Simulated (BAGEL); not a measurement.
**NSF3 (SMILES N#S(F)(F)F): RI-MP2/def2-SVPD (density fitting with cc-pvqz-jkfit)**

What is the energy change on altering one bond length of NSF3 at RI-MP2/def2-SVPD (density fitting with cc-pvqz-jkfit)? 

Program for the calculation: BAGEL 1.2.2.

8 further runs of the same task are left out: 7 that didn't finish, 1 set aside as unsound or not needed.

## (1) Starting point

The species is NSF3 (5 atoms), meant as a singlet with charge 0. As SMILES, `N#S(F)(F)F`. The coordinates come from a PBE0-D4/def2-TZVP relaxation.

Bond lengths: N1–S2 1.409 Å, S2–F3 1.555 Å, S2–F4 1.555 Å, S2–F5 1.555 Å. Angles: N1–S2–F3 122.6°, N1–S2–F4 122.6°, N1–S2–F5 122.6°, F3–S2–F4 93.7°, F3–S2–F5 93.7°, F4–S2–F5 93.7°.

## (2) A single-point energy at RI-MP2/def2-SVPD (density fitting with cc-pvqz-jkfit)

Input file job.json:

```json
{ "bagel" : [

{
  "title" : "molecule",
  "basis" : "def2-svpd.json",
  "df_basis" : "cc-pvqz-jkfit",
  "angstrom" : true,
  "geometry" : [
    { "atom" : "N", "xyz" : [   -0.349630,   -0.004150,    1.591380 ] },
    { "atom" : "S", "xyz" : [   -0.047340,   -0.000560,    0.215490 ] },
    { "atom" : "F", "xyz" : [    1.023370,   -0.939300,   -0.408980 ] },
    { "atom" : "F", "xyz" : [   -1.108620,   -0.317610,   -0.875740 ] },
    { "atom" : "F", "xyz" : [    0.482210,    1.261610,   -0.522150 ] }
  ]
},
{ "title" : "hf" },
{ "title" : "mp2", "ncore" : 9 }

]}
```

The basis set def2-SVPD is read from a file made from the Basis Set Exchange's data (not shown).

Run with:

```console
$ BAGEL_NUM_THREADS=1 BAGEL job.json > job.out
```

The program printed:

```text
* using 1 threads per process

  ===============================================================
  ===============================================================

  *** Geometry ***

  { "atom" : "N", "xyz" : [     -0.660705,     -0.007842,      3.007272 ] },
  { "atom" : "S", "xyz" : [     -0.089460,     -0.001058,      0.407217 ] },
  { "atom" : "F", "xyz" : [      1.933889,     -1.775020,     -0.772860 ] },
  { "atom" : "F", "xyz" : [     -2.094988,     -0.600196,     -1.654909 ] },
  { "atom" : "F", "xyz" : [      0.911245,      2.384097,     -0.986720 ] },

  Number of auxiliary basis functions:      572

  Since a DF basis is specified, we compute 2- and 3-index integrals:
    o Being stored without compression. Storage requirement is 0.062 GB

  Number of basis functions:      116
  Number of electrons      :       50

    * METHOD: MOLECULE                             0.32

  *** RHF ***

  === Nuclear Repulsion ===
   284.2267288994

      * DIIS with orbital gradients will be used.

  === RHF iteration (def2-svpd.json) ===
      0       -749.34369956          0.02205973           0.14
      1       -749.55278652          0.01608258           0.12
      2       -749.70183916          0.00137956           0.12
      3       -749.70384753          0.00070614           0.12
      4       -749.70433511          0.00022673           0.12
      5       -749.70440316          0.00007795           0.13
      6       -749.70441806          0.00002796           0.12
      7       -749.70441971          0.00000522           0.12
      8       -749.70441975          0.00000215           0.12
      9       -749.70441976          0.00000103           0.12
     10       -749.70441976          0.00000034           0.13
     11       -749.70441976          0.00000012           0.13
     12       -749.70441976          0.00000002           0.12
     13       -749.70441976          0.00000001           0.15
    * SCF iteration converged.

    * Permanent dipole moment:
           (   -0.182053,    -0.002169,     0.828589) a.u.

    * METHOD: HF                                   2.00

  *** RHF ***

  === Nuclear Repulsion ===
   284.2267288994

      * DIIS with orbital gradients will be used.

  === RHF iteration (def2-svpd.json) ===
      0       -749.70441976          0.00000000           0.14
    * SCF iteration converged.

    * Permanent dipole moment:
           (   -0.182053,    -0.002169,     0.828590) a.u.

  === DF-MP2 calculation ===

    * freezing 9 orbitals
    * 3-index integral transformation done
    * assembly done

      MP2 correlation energy:   -0.9280043346      0.13

      MP2 total energy:       -750.6324240933

    * METHOD: MP2                                  0.43

  ===============================================================
```

It took 2.9 s on 1 thread of Arm Neoverse V2, shared host; peak memory 0.17 GiB.

## (3) The distorted shape

Input file input.json:

```json
{ "bagel" : [

{
  "title" : "molecule",
  "basis" : "def2-svpd.json",
  "df_basis" : "cc-pvqz-jkfit",
  "angstrom" : true,
  "geometry" : [
    { "atom" : "N", "xyz" : [   -0.985088,   -1.518749,    2.476545 ] },
    { "atom" : "S", "xyz" : [   -0.682798,   -1.515159,    1.100655 ] },
    { "atom" : "F", "xyz" : [    0.387912,   -2.453899,    0.476185 ] },
    { "atom" : "F", "xyz" : [   -1.744078,   -1.832209,    0.009425 ] },
    { "atom" : "F", "xyz" : [    0.482210,    1.261610,   -0.522150 ] }
  ]
},
{ "title" : "hf" },
{ "title" : "mp2", "ncore" : 9 }

]}
```

The basis set def2-SVPD is read from a file made from the Basis Set Exchange's data (not shown).

Run with:

```console
$ BAGEL_NUM_THREADS=1 BAGEL input.json > input.out
```

The program printed:

```text
* using 1 threads per process

  ===============================================================
  ===============================================================

  *** Geometry ***

  { "atom" : "N", "xyz" : [     -1.861547,     -2.870020,      4.679992 ] },
  { "atom" : "S", "xyz" : [     -1.290301,     -2.863236,      2.079937 ] },
  { "atom" : "F", "xyz" : [      0.733047,     -4.637197,      0.899859 ] },
  { "atom" : "F", "xyz" : [     -3.295830,     -3.462373,      0.017811 ] },
  { "atom" : "F", "xyz" : [      0.911245,      2.384097,     -0.986720 ] },

  Number of auxiliary basis functions:      572

  Since a DF basis is specified, we compute 2- and 3-index integrals:
    o Being stored without compression. Storage requirement is 0.062 GB

  Number of basis functions:      116
  Number of electrons      :       50

    * METHOD: MOLECULE                             0.31

  *** RHF ***

  === Nuclear Repulsion ===
   236.8458270140

      * DIIS with orbital gradients will be used.

  === RHF iteration (def2-svpd.json) ===
      0       -748.90240327          0.02472807           0.12
      1       -747.49248788          0.04563570           0.12
      2       -749.34868410          0.01051931           0.13
      3       -749.43955885          0.00336910           0.14
      4       -749.45564130          0.00161643           0.14
      5       -749.46089331          0.00085644           0.14
      6       -749.46360169          0.00070496           0.14
      7       -749.46522434          0.00038997           0.14
      8       -749.46610429          0.00018209           0.14
      9       -749.46614593          0.00006935           0.14
     10       -749.46615431          0.00003197           0.14
     11       -749.46615584          0.00002430           0.14
     12       -749.46615698          0.00001190           0.14
     13       -749.46615745          0.00000761           0.14
     14       -749.46615769          0.00000522           0.14
     15       -749.46615793          0.00000431           0.13
     16       -749.46615808          0.00000288           0.13
     17       -749.46615818          0.00000240           0.13
     18       -749.46615821          0.00000176           0.13
     19       -749.46615824          0.00000124           0.13
     20       -749.46615826          0.00000101           0.12
     21       -749.46615826          0.00000055           0.12
     22       -749.46615826          0.00000047           0.12
     23       -749.46615826          0.00000021           0.12
     24       -749.46615826          0.00000012           0.12
     25       -749.46615826          0.00000005           0.12
     26       -749.46615826          0.00000004           0.12
     27       -749.46615826          0.00000002           0.13
     28       -749.46615826          0.00000001           0.14
    * SCF iteration converged.

    * Permanent dipole moment:
           (    1.411429,     3.558877,    -1.706680) a.u.

    * METHOD: HF                                   4.04

  *** RHF ***

  === Nuclear Repulsion ===
   236.8458270140

      * DIIS with orbital gradients will be used.

  === RHF iteration (def2-svpd.json) ===
      0       -749.46615826          0.00000001           0.14
    * SCF iteration converged.

    * Permanent dipole moment:
           (    1.411429,     3.558877,    -1.706680) a.u.

  === DF-MP2 calculation ===

    * freezing 9 orbitals
    * 3-index integral transformation done
    * assembly done

      MP2 correlation energy:   -0.9896267658      0.13

      MP2 total energy:       -750.4557850289

    * METHOD: MP2                                  0.43

  ===============================================================
```

Wall time 5.1 s (1 thread of Arm Neoverse V2, shared host); peak memory 0.17 GiB.

## (4) Outcome

At RI-MP2/def2-SVPD (density fitting with cc-pvqz-jkfit), 9 core orbitals frozen:

| quantity | value |
| --- | --- |
| first shape: total energy | -750.63242 Eh |
| first shape: correlation energy (9 core orbitals frozen) | -928.0 mEh |
| distorted shape: total energy | -750.45579 Eh |
| distorted shape: correlation energy (9 core orbitals frozen) | -989.6 mEh |
| energy change with the S2–F5 bond stretched from 1.555 to 3.421 Å | 4.807 eV |

One bond (distorted shape) is far stretched, which a spin-restricted single reference describes badly; perturbation theory on it can break down and give far too much correlation. With the S2–F5 bond stretched from 1.555 to 3.421 Å the energy rises by 4.81 eV (111 kcal/mol). The first shape isn't relaxed at this level, so the change isn't measured from a minimum. A restricted reference can't describe the breaking bond well at this length.
